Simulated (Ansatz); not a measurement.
Relaxed structures of AlSiNH6, singlet (PBE0-D4/def2-TZVP; forces vanish, vibrations not checked; lower isomers may exist, and structures with a doubtful reference or unclear bonds are left out; Å). Ansatz 0.2.0; basis: def2-TZVPP; cores frozen in the correlated methods.

(1) Rank them by CCSD(T) energy, lowest first, and give each one's height above the lowest. Links in brackets join atoms within 1.22 times the sum of their covalent radii (1.1 for two metals). (Judge from chemistry; the value comes from the calculation.)
A.
AlSiNH₆ ([AlH2][NH][SiH3])
```
9
angstrom
N -0.3133 0.0182 -0.0765
Si 1.0354 1.0919 -0.1774
Al -0.4972 -1.4738 0.8811
H 2.0961 0.5568 0.7142
H -1.1071 0.2843 -0.6457
H 0.6870 2.4740 0.2572
H 1.5720 1.1919 -1.5640
H 0.7160 -1.9308 1.7845
H -1.8723 -2.2500 0.7656
```
B.
AlSiNH₆ ([NH3][SiH2][AlH])
```
9
angstrom
N -1.2226 0.7739 -0.5880
Si 0.6239 0.5466 0.0370
Al 0.6658 -1.6930 1.3780
H -1.5677 -0.1920 -0.5072
H -1.3304 1.1172 -1.5382
H 0.9340 2.0224 0.0587
H 1.1460 0.1649 -1.3259
H -1.7717 1.3600 0.0341
H -0.7825 -1.6242 0.4194
```
C.
AlSiNH₆ ([NH2][SiH2][AlH2])
```
9
angstrom
N -1.1857 0.8460 -0.8280
Si 0.4511 0.5568 -0.3470
Al 0.5108 -1.2975 1.2643
H -1.8027 0.0631 -0.9706
H -1.4014 1.5900 -1.4731
H 0.9749 1.8183 0.2559
H 1.3970 0.2667 -1.4788
H 1.7919 -1.5645 2.1678
H -0.7358 -2.2789 1.4095
```

T1 diagnostic: at most 0.015. The restricted Hartree–Fock reference is unstable towards an unrestricted one at one or more of these structures.

Results:

(1) Computed: A (0.00 kcal/mol), C (28.52 kcal/mol), B (65.35 kcal/mol). Heights count from the lowest.

For scale, one of the runs: CCSD(T)/def2-TZVPP, 199 basis functions, launched by `ansatz run in.yaml --threads 2 --pin off --events-out ev --progress --plain --max-ram 4352MiB`. The run took 50 s on 2 CPU threads of an Arm Neoverse V1 (shared host), with 2.2 GiB of host memory at its peak.
